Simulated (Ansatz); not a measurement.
**CH5NSi (SMILES C[Si]N): r2SCAN0/def2-SVPD**

Aim: the vertical ionisation energy of CH5NSi at r2SCAN0/def2-SVPD, from 2 runs. 

Program for the calculation: Ansatz 0.2.0.

60 further runs of the same task are left out: 60 set aside as unsound or not needed.

### 1 Starting point

CH5NSi has 8 atoms, charge 0, and is taken as a singlet. As SMILES, `C[Si]N`. Geometry: relaxed at PBE0-D4/def2-TZVP. This is one conformer, not always the lowest.

Bond lengths: C1–Si2 1.904 Å, Si2–N3 1.709 Å, C1–H4 1.094 Å, C1–H5 1.094 Å, C1–H6 1.098 Å, N3–H7 1.008 Å, N3–H8 1.010 Å. Angles: C1–Si2–N3 98.7°, Si2–C1–H4 115.0°, Si2–C1–H5 110.7°, Si2–C1–H6 107.9°, Si2–N3–H7 121.7°, Si2–N3–H8 126.1°, H4–C1–H5 108.8°, H4–C1–H6 108.0°, H5–C1–H6 106.1°, H7–N3–H8 112.1°.

### 2 The energy at r2SCAN0/def2-SVPD

File job.yaml:

```yaml
basis:
  gaussian:
    orbitals: def2-SVPD
crystal:
  periodic: [false, false, false]
  atoms:
    - {symbol: C, position_ang: [-0.660000, 0.824700, -0.552100]}
    - {symbol: Si, position_ang: [0.963800, 0.653800, 0.427700]}
    - {symbol: "N", position_ang: [0.932200, -1.034400, 0.690700]}
    - {symbol: H, position_ang: [-1.026400, -0.101800, -1.004300]}
    - {symbol: H, position_ang: [-0.562500, 1.583400, -1.334100]}
    - {symbol: H, position_ang: [-1.431400, 1.195000, 0.135900]}
    - {symbol: H, position_ang: [1.651200, -1.501900, 1.220100]}
    - {symbol: H, position_ang: [0.225200, -1.675700, 0.360300]}
hamiltonian:
  xc: {name: r2SCAN0}
accuracy: high
output: {orbitals: {seedname: orbitals}}
```

Started as:

```
$ ansatz run job.yaml --threads 1 --pin off --max-ram 3480MiB --events-out events.jsonl --progress --plain --runs-dir runs
```

What it wrote:

```text
Warning: RAYON_NUM_THREADS=1 ignored (pool sized by the plan → 1); use --threads N
Functional definition: r2SCAN0
  name "r2SCAN0"
  parameter a = 0.25
  parameter k0 = 0.174
  parameter k1 = 0.065
  parameter a1 = 4.9479
  exchange = (1 - a)*r2scan_x(k0 = k0, k1 = k1, a1 = a1) + a*exact_x
  correlation = r2scan_c
2100 factors; integrals over basis functions are off by at most 3.5e-9 eV
mean field evaluation 1: about -10471.2229 eV, gradient 6.0e1 eV
mean field evaluation 2: about -10462.9623 eV, gradient 8.0e1 eV
mean field evaluation 4: about -10479.0157 eV, gradient 4.0e0 eV
mean field evaluation 8: about -10479.0540 eV, gradient 2.1e-2 eV
mean field evaluation 16: about -10479.0540 eV, gradient 1.2e-6 eV
mean field -10479.05400215 eV, -385.0981316210 hartree, gradient 6.2e-8 eV, S^2 0.000000; 0 other end points of the search recorded, 0 dependent functions left out
reference -10479.05400289 eV, -385.0981316482 hartree; 16, 16 occupied and 88, 88 virtual orbitals, 2100 factors
Total energy: -10479.05400289 eV, -385.0981316482 hartree
```

Wall time 9.3 s (1 thread of AMD EPYC 7R43 (Zen 3), shared host); peak memory 0.39 GiB.

### 3 The doublet cation

File in.yaml:

```yaml
crystal:
  periodic: [false, false, false]
  atoms:
    - {symbol: C, position_ang: [-0.660000, 0.824700, -0.552100]}
    - {symbol: Si, position_ang: [0.963800, 0.653800, 0.427700]}
    - {symbol: N, position_ang: [0.932200, -1.034400, 0.690700]}
    - {symbol: H, position_ang: [-1.026400, -0.101800, -1.004300]}
    - {symbol: H, position_ang: [-0.562500, 1.583400, -1.334100]}
    - {symbol: H, position_ang: [-1.431400, 1.195000, 0.135900]}
    - {symbol: H, position_ang: [1.651200, -1.501900, 1.220100]}
    - {symbol: H, position_ang: [0.225200, -1.675700, 0.360300]}
basis:
  gaussian:
    orbitals: def2-SVPD
total_charge: 1
magnetization:
  spin_polarized: true
  initial_magnetization: 1
hamiltonian:
  xc: {name: r2SCAN0}
accuracy: high
output: {orbitals: {seedname: orbitals}}
```

Started as:

```
$ ansatz run in.yaml --threads 1 --pin off --max-ram 3480MiB --events-out events.jsonl --progress --plain --runs-dir runs
```

What it wrote, cut to the lines that bear on the results:

```text
Warning: RAYON_NUM_THREADS=1 ignored (pool sized by the plan → 1); use --threads N
[... 8 set-up lines as earlier in the session ...]
2098 factors; integrals over basis functions are off by at most 3.5e-9 eV
mean field evaluation 1: about -10454.1187 eV, gradient 6.1e1 eV
mean field evaluation 2: about -10417.9172 eV, gradient 8.9e1 eV
mean field evaluation 4: about -10470.4717 eV, gradient 7.7e0 eV
mean field evaluation 8: about -10470.9061 eV, gradient 6.0e-1 eV
mean field evaluation 16: about -10470.9106 eV, gradient 3.1e-3 eV
mean field evaluation 32: about -10470.9106 eV, gradient 2.4e-8 eV
mean field -10470.91064492 eV, -384.7988687627 hartree, gradient 2.4e-8 eV, S^2 0.759886; 0 other end points of the search recorded, 0 dependent functions left out
reference -10470.91064776 eV, -384.7988688670 hartree; 16, 15 occupied and 88, 89 virtual orbitals, 2098 factors
Total energy: -10470.91064776 eV, -384.7988688670 hartree
```

Run time: 21 s. Hardware: 1 thread of AMD EPYC 7R43 (Zen 3), shared host; peak memory 0.59 GiB.

### 4 Summary of results

At r2SCAN0/def2-SVPD:

| quantity | value |
| --- | --- |
| singlet CH5NSi: total energy | -385.09813 Eh |
| singlet CH5NSi: HOMO energy | -6.16 eV |
| singlet CH5NSi: LUMO energy | -1.03 eV |
| singlet CH5NSi: HOMO–LUMO gap | 5.13 eV |
| doublet cation: total energy | -384.79887 Eh |
| doublet cation: HOMO energy (highest over α and β) | -14.46 eV |
| doublet cation: LUMO energy (lowest over α and β) | -9.96 eV |
| doublet cation: ⟨S²⟩ | 0.760 |
| vertical ionisation energy (to the doublet cation) | 8.143 eV |

What this shows: The vertical ionisation energy comes to 8.14 eV (786 kJ/mol). The negative HOMO energy of the first species, 6.16 eV, lies 1.99 eV below that difference.
